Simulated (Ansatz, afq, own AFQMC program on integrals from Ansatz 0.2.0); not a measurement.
**Atomization energy of GaHCl₂, singlet**

```yaml
atoms:
  - { symbol: Cl, position_ang: [0.0000, -0.5796, 1.7985] }
  - { symbol: Ga, position_ang: [0.0000, 0.5590, 0.0000] }
  - { symbol: Cl, position_ang: [0.0000, -0.5796, -1.7985] }
  - { symbol: H, position_ang: [0.0000, 2.1042, 0.0000] }
```

Connectivity, by distances: Cl–GaH–Cl.

Atoms in their ground-state spins without spin–orbit coupling (mostly on UHF) minus the molecule (RHF), without zero-point energy. The geometry is a stationary point, not shown to be a minimum.

Basis cc-pVDZ. Only valence electrons are correlated. Integrals, coupled cluster, full CI and functionals: Ansatz 0.2.0; the random walks run on the same integrals in our own AFQMC program. ph-AFQMC/CISD is guided by a CISD state made of CCSD amplitudes; releasing the constraint for a short imaginary time cuts its bias at the price of noise, slowly where states lie close. Free AFQMC starts from the CCSD state and is never constrained. Its projection time is finite, and what remains of the start isn't in its error. Error bars are statistical, one sigma. No spin–orbit coupling. The errors of all members are added in quadrature.

No full CI on the walks' own integrals is used here. The released AFQMC energy serves as the reference, which it does only where one determinant dominates, the energy is flat over the last release times and near the phaseless one (40 meV or 2 meV an electron, half that with transition metals). On small molecules, where full CI could be run and the noise was under 10 meV, such values lay within 10 meV of it in 19 cases of 20, a flattering rate, since the rule was set on those same cases; what remains of the bias isn't in the error bar. Each member takes its own surest rung, up to full CI.

The best estimate is CCSD(T) at the basis-set limit (CBS: def2-TZVPP and def2-QZVPP, with their diffuse functions for anions and beside diffuse sets, CCSD(T) itself extrapolated) plus the step from CCSD(T) to AFQMC with the constraint released in cc-pVDZ. Rows without CBS are in cc-pVDZ, the functionals in def2-TZVP; B2PLYP and the wave-function rows carry a basis error of their own. Core correlation and relativity beyond core potentials are missing, and ± holds the sampling alone.

Cautions: inner d shell frozen; no relativity below Rb; no spin-orbit coupling; GaHCl₂ (singlet): the released value is read at 1.62 1/Eh with a noise of 19 meV, more than in the cases checked, later times being too noisy (meV from the phaseless value at times in 1/Eh: -15 ± 15 at 0.24, 10 ± 11 at 0.51, 2 ± 19 at 0.99, -15 ± 19 at 1.62, -20 ± 26 at 2.40); other spins of the molecule weren't checked.

Best estimate: 249.2 ± 0.4 kcal/mol.

```csv
level,atomization energy (kcal/mol),error against the best estimate (kcal/mol)
HF,180.6,-68.6 ± 0.4
MP2,229.6,-19.5 ± 0.4
CCSD,219.3,-29.9 ± 0.4
CCSD(T),222.2,-27.0 ± 0.4
ph-AFQMC/CISD,222.8 ± 0.3,-26.4 ± 0.5
released AFQMC,222.9 ± 0.4,-26.2
free AFQMC,222.8 ± 0.6,-26.4 ± 0.7
HF/CBS,186.7,-62.4 ± 0.4
MP2/CBS,256.2,7.0 ± 0.4
CCSD(T)/CBS,248.4,-0.8 ± 0.4
PBE,242.5,-6.7 ± 0.4
r2SCAN,248.6,-0.5 ± 0.4
PBE0,242.0,-7.1 ± 0.4
B3LYP,233.3,-15.9 ± 0.4
wB97M-V,245.1,-4.1 ± 0.4
B2PLYP,237.8,-11.4 ± 0.4
```

Correlation beyond CCSD(T) changes it by less than twice the noise. Going to the basis-set limit adds 26.3 kcal/mol at CCSD(T). The perturbative (T) step is worth +2.8 kcal/mol.

Best estimates are given only where the step beyond CCSD(T) is under 0.3 eV and no member's determinant is very poor (T1 over 0.05, or 0.07 for open shells, ⟨S²⟩ too high by 0.3, two states mixed), so the hardest cases are missing from such tables.

The functionals ran in a triple-zeta set and keep a basis error of their own, a few kJ/mol for each bond in atomization energies and more for double hybrids, so close places among them and the extrapolated levels can swap.

Free projections are given only where their last times agree within the noise and don't stop above the reference; a slow remainder of the start can still hide under it. Each member of a difference takes its own highest rung, so a best estimate needn't equal the limit plus the step of one row. A walk keeps the symmetry of its determinant, which the program's search chose and which needn't be the lowest solution, so a lower state of the same spin and another symmetry isn't excluded. Released energies are given only where the last usable release times agree within the noise; a slower fall can still hide under it.
